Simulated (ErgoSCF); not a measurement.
# H2SO2 (SMILES O=[SH2]=O), run twice

Aim: a single-point energy of H2SO2 at B3PW91(Ergo)/6-31++G.

Program for the calculation: ErgoSCF 3.8.

4 further runs of the same task are left out: 4 set aside as unsound or not needed.

## Step 1: Starting point

The species is H2SO2 (5 atoms), meant as a singlet with charge 0. SMILES: `O=[SH2]=O`. The shape is that of a GFN2-xTB optimisation.

Bond lengths: O1–S2 1.425 Å, S2–O3 1.425 Å, S2–H4 1.399 Å, S2–H5 1.399 Å. Angles: O1–S2–O3 121.4°, O1–S2–H4 107.9°, O1–S2–H5 107.9°, O3–S2–H4 107.9°, O3–S2–H5 107.9°, H4–S2–H5 102.1°.

## Step 2: Try one

Contents of ergo.in:

```
set_nthreads("env")
molecule_inline Angstrom
O  -0.986390 0.275820 1.043450
S  0.013430 -0.014140 0.070290
O  1.269430 -0.576280 0.440760
H  -0.558620 -0.842170 -0.901330
H  0.262150 1.156770 -0.653170
EOF
XC.type = "Turbo"
tmpdir = "."
scf.convergence_threshold = 1e-06
scf.output_mulliken_pop = 1
scf.max_number_of_iterations = 3
basis = "6-31++G"
run "B3PW91"
```

Launch:

```bash
$ ergo ergo.in
```

The program printed:

```text
INMA ERGO version 3.8
INMA reading input from file ergo.in
INMA O (charge=8.0) -1.864007 0.521224 1.971835
INMA S (charge=16.0) 0.025379 -0.026721 0.132829
INMA O (charge=8.0) 2.398875 -1.089011 0.832916
INMA H (charge=1.0) -1.055639 -1.591471 -1.703267
INMA H (charge=1.0) 0.495392 2.185978 -1.234312
INMA  type := Turbo
INMA  convergence_threshold := 1e-06
INMA  output_mulliken_pop := 1
INMA  max_number_of_iterations := 3
INMA  basis := 6-31++G
INMA Basis really set to 6-31++G
INMA running B3PW91
INDF      This is a DFT calculation of type: B3PW91
INDF Weighted mixed functional:
INDF               HF exchange:    0.20000
INDF                     PW91c:    0.81000
INDF                       VWN:    0.19000
INDF                     Becke:    0.72000
INDF                    Slater:    0.80000
INMA Running B3PW91
INSC SCF_general constructor, number of basis functions: 49
INSC Min internuclear distance:      2.64311 a.u.  =      1.39867 Angstrom
INSC Max internuclear distance:      4.69704 a.u.  =      2.48557 Angstrom
INSC Euclidean norm of overlap matrix =          7.18295211026  (acc 1.49e-08)
INSC Euclidean norm of invCholFactor after truncation =         24.61780867623
INSC Beginning of SCF cycle 1
INDF Grid for charge 8: 34 radial points, 5768 total, r=14.826495
INDF Grid for charge 16: 39 radial points, 9486 total, r=17.074950
INDF Grid for charge 1: 29 radial points, 2902 total, r=12.621360
INDF Generating Turbo grid Radint = 5e-09 AngInt: [ 6 29 ]
INDF Grid pruned from 26826 to 26152 grid points.
INDF Electrons:  34.0000209   6e-07: xc energy -16.298330 (serial)
INSC nuclearEnergy, energy_2el, energy = 128.453435, 177.929162, -300.816656
INSC Energy   1 =       -300.81665593064
INSC maxabs FDS-SDF is     18.3
INDE PURIFICATION CONVERGED after 34 iterations
INDE E(LUMO) - E(HOMO) >=          0.15493239685 =          4.21592531286 eV
INDE E(LUMO) - E(HOMO) <=          0.17094617410 =          4.65168239305 eV
INSC Beginning of SCF cycle 2
INDF Electrons:  33.9999810  -6e-07: xc energy -38.776660 (serial)
INSC nuclearEnergy, energy_2el, energy = 128.453435, 385.351013, -539.238658
INSC Energy   2 =       -539.23865793306
INSC maxabs FDS-SDF is     1.03
INSC using DIIS to get combined Fock matrix, number of iters used for DIIS:  2
INDE PURIFICATION CONVERGED after 39 iterations
INDE E(LUMO) - E(HOMO) >=          0.04211161971 =          1.14591555475 eV
INDE E(LUMO) - E(HOMO) <=          0.05153398252 =          1.40231110982 eV
INSC Beginning of SCF cycle 3
INDF Electrons:  33.9958843 -0.0001: xc energy -29.876154 (serial)
INSC nuclearEnergy, energy_2el, energy = 128.453435, 228.780950, -521.356938
INSC Energy   3 =       -521.35693834897  ( diff     17.881719584087591 )
INSC maxabs FDS-SDF is     1.41
TISC Main SCF loop took      3.06 usr cpu s       0.05 sys cpu s       3.29 wall s
INSC SCF: dipole_moment_x [atomic units] =       4.94185424
INSC SCF: dipole_moment_y [atomic units] =      -5.24965925
INSC SCF: dipole_moment_z [atomic units] =      25.95415268
INSC Sum of Mulliken charges (electrons):      34.0000000
INSC Mulliken charge of atom 0 =       5.4284393
INSC Mulliken charge of atom 1 =      -4.7532908
INSC Mulliken charge of atom 2 =       5.4232395
INSC Mulliken charge of atom 3 =      -3.0490336
INSC Mulliken charge of atom 4 =      -3.0493544
INSC Sum of Mulliken atomic charges:       0.0000000
```

Standard output:

```text
Inline main molecule with 5 atoms.
```

Run time: 4.5 s. Hardware: 1 thread of Intel Xeon at 2.50GHz (Skylake/Cascade Lake), shared host; peak memory 0.27 GiB.

## Step 3: Diagnosis

The iterations ended before the threshold was met.

What is wrong: the iteration cap is too low for convergence. To mend it: raise the iteration cap from 3.

## Step 4: Second attempt

Contents of input.ego:

```
# H2O2S
set_nthreads(1)
tmpdir = "."
scf.output_mulliken_pop = 1
scf.convergence_threshold = 1e-06
basis = "6-31++G"
scf.max_number_of_iterations = 150
XC.type = "Turbo"
molecule_inline Angstrom
O  -0.986390 0.275820 1.043450
S  0.013430 -0.014140 0.070290
O  1.269430 -0.576280 0.440760
H  -0.558620 -0.842170 -0.901330
H  0.262150 1.156770 -0.653170
EOF
run "B3PW91"
```

Launch:

```bash
$ ergo < input.ego
```

The program printed:

```text
[...]
INDF Weighted mixed functional:
[...]
INSC Energy   1 =       -300.81665593064
[...]
INDE PURIFICATION CONVERGED after 34 iterations
[...]
INDE PURIFICATION CONVERGED after 39 iterations
[...]
INDE PURIFICATION CONVERGED after 29 iterations
[...]
INDE PURIFICATION CONVERGED after 29 iterations
[...]
INDE E(LUMO) - E(HOMO) <=          0.32344868603 =          8.80148716833 eV
[...]
INSC Energy  26 =       -549.34983548534  ( diff     -0.000000000008527 )
[...]
RESC CONVERGED after  26 iterations.
RESC FINAL ENERGY:       -549.34983548534
[...]
INSC SCF: dipole_moment_x [atomic units] =      -0.30372930
INSC SCF: dipole_moment_y [atomic units] =       0.32285512
INSC SCF: dipole_moment_z [atomic units] =      -1.59318915
[...]
```

Wall time 26 s (1 thread of Intel Xeon at 2.50GHz (Skylake/Cascade Lake), shared host); peak memory 0.27 GiB.

## Step 5: What came out

Level: B3PW91(Ergo)/6-31++G.

| quantity | value |
| --- | --- |
| total energy | -549.34984 Eh |
| dipole moment | 4.20 D |

**Reading.** Mulliken charges run from -0.56 on O3 to +0.94 on S2; in a basis this large or diffuse they mean little.
